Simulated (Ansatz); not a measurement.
Input file:

```yaml
crystal:
  periodic: [false, false, false]
  atoms:
    - {symbol: Au, position_ang: [0.000000, 0.000000, 0.000000]}
    - {symbol: Ge, position_ang: [0.000000, 0.000000, 2.295000]}
basis:
  gaussian: {orbitals: def2-SVP}
total_charge: 1
magnetization: {spin_polarized: true, initial_magnetization: 0}
correlation: {method: mp2, electrons: outside_noble_gas}
output: {forces: true}
```

```sh
$ ansatz run in.yaml --threads 1 --pin off --events-out ev --progress --plain --max-ram 2393MiB
```

Output:

```
642 factors; integrals over basis functions are off by at most 5.6e-4 eV
mean field evaluation 1: about -60118.4328 eV, gradient 3.7e1 eV
mean field evaluation 2: about -60118.4533 eV, gradient 3.6e1 eV
mean field evaluation 4: about -60126.8110 eV, gradient 3.1e0 eV
mean field evaluation 8: about -60127.0963 eV, gradient 3.1e-1 eV
mean field evaluation 16: about -60127.1146 eV, gradient 3.4e-1 eV
mean field evaluation 32: about -60127.0985 eV, gradient 1.8e-4 eV
mean field evaluation 64: about -60123.8008 eV, gradient 1.8e-1 eV
mean field evaluation 96: about -60124.6054 eV, gradient 3.1e0 eV
mean field evaluation 128: about -60122.2030 eV, gradient 1.6e1 eV
mean field evaluation 160: about -60121.5927 eV, gradient 1.3e0 eV
mean field evaluation 192: about -60127.0985 eV, gradient 6.1e-6 eV
mean field -60127.11736319 eV, -2209.6308074732 hartree, gradient 2.6e-6 eV, S^2 0.227691; 11 other end points of the search recorded, 0 dependent functions left out
18 core orbitals not correlated: weight in the atoms' cores, before any rotation towards them, 1.000 or more for the frozen orbitals, at most 0.000 for the correlated occupied ones
reference -60127.11736319 eV, -2209.6308074732 hartree; 7, 7 occupied and 39, 39 virtual orbitals, 642 factors
second order -8.84731394 eV of doubles, -0.00000000 eV of singles
the calculation of the forces begins
Total energy: -60135.96467712 eV, -2209.9559402634 hartree
Atom 0 at     0.000000     0.000000     0.000000 Å, force    -0.000000     0.000000     0.352099 eV/Å
Atom 1 at     0.000000     0.000000     2.295000 Å, force     0.000000    -0.000000    -0.352099 eV/Å
Dipole moment:     0.000000    -0.000000     0.945629 e Å
```

Forces (eV/Å):
```
Au   0.000  0.000  0.352
Ge   0.000  0.000 -0.352
```

Ran on 1 thread of Intel Xeon, shared host: 47 s wall, 0.18 GiB peak host memory.
